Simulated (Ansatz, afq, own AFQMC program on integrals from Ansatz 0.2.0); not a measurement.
BNH$_{3}$, quartet in cc-pVTZ, levels against CCSDT(Q)

```tsv
atom	x (Å)	y (Å)	z (Å)
B	-1.2959	0.0000	0.0000
H	-1.8927	1.0336	0.0000
H	-1.8927	-1.0336	0.0000
H	0.2171	0.0000	0.0000
N	1.2571	0.0000	0.0000
```

Connectivity, by distances: BH2 ··· NH.

Basis cc-pVTZ. Only valence electrons are correlated. Ansatz 0.2.0 and our own AFQMC program on the same integrals; the CISD trial comes from CCSD amplitudes, and released means the phaseless constraint is let go. Error bars are statistical, one sigma.

Determinant: UHF, the one that the program's search chose, which needn't be the lowest solution. The geometry is a point of a scan.

No full CI on the walks' own integrals is used here; CCSDT(Q) serves as the reference and is uncertain by about the last step of the cluster series.

Cautions: lower spins were not checked; the released energies move by 1.5 errors or more from one time to the next, so no released level is given (meV from the phaseless value at times in 1/Eh: -9 ± 4 at 0.24, -13 ± 3 at 0.51, -11 ± 3 at 0.99, -11 ± 6 at 1.62, -25 ± 7 at 2.40), though the last usable value meets CCSDT(Q) within the noise.

The T1 diagnostic is 0.0154, the weight of the determinant in the CISD state is 0.898 and the ⟨S²⟩ of the determinant is 3.777. The size of the correlated space is 11 electrons in 100 orbitals.

```
  level  correlation energy (eV)
    MP2                  -6.2799
   CCSD                  -7.3057
CCSD(T)                  -7.5049
```

(1) Estimate where phaseless AFQMC with the Hartree–Fock trial lies against CCSD(T) on the same integrals.

(1) 0.82 ± 0.60 kcal/mol above CCSD(T). The gap is under twice the noise, so this walk alone can't tell the two apart.

Reference: CCSDT(Q), correlation energy -7.540 eV.

```csv
level,E − E(reference) (kcal/mol),share of correlation (%)
CCSD(T),0.82,99.53
CCSDT,0.14,99.92
ph-AFQMC/HF,1.64 ± 0.60,99.06
ph-AFQMC/CISD,0.44 ± 0.11,99.75
```

A walk keeps the symmetry of its determinant, which the program's search chose and which needn't be the lowest solution, so a lower state of the same spin and another symmetry isn't excluded.
